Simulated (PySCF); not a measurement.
Vibration and rotation of CS⁻

UHF-CCSD(T) constants of CS⁻, ²Π (doublet), unpaired electrons π ↑ (PySCF, no relativity, basis sets C aug-cc-pVDZ, S aug-cc-pV(D+d)Z; masses 12.0000 and 31.9721 u):

```
ωe              : 980.0 cm⁻¹
ωexe            : 6.33 cm⁻¹
Be              : 0.70787 cm⁻¹
αe              : 0.00645 cm⁻¹
D (centrifugal) : 1.48e-06 cm⁻¹
```

Problem. Give the vibrational terms G(v) and spacings up to v = 6.

Solution. G(v) = ωe(v+½) − ωexe(v+½)².

```tsv
v	G(v) (cm⁻¹)	G(v) − G(v−1)	Bv (cm⁻¹)
0	488.4		0.7046
1	1455.8	967.3	0.6982
2	2410.4	954.7	0.6917
3	3352.5	942.0	0.6853
4	4281.8	929.4	0.6788
5	5198.5	916.7	0.6724
6	6102.6	904.0	0.6659
```

Correlated steps freeze 6 core orbitals. The state was picked by a PBE0 search and need not be the measured ground state.
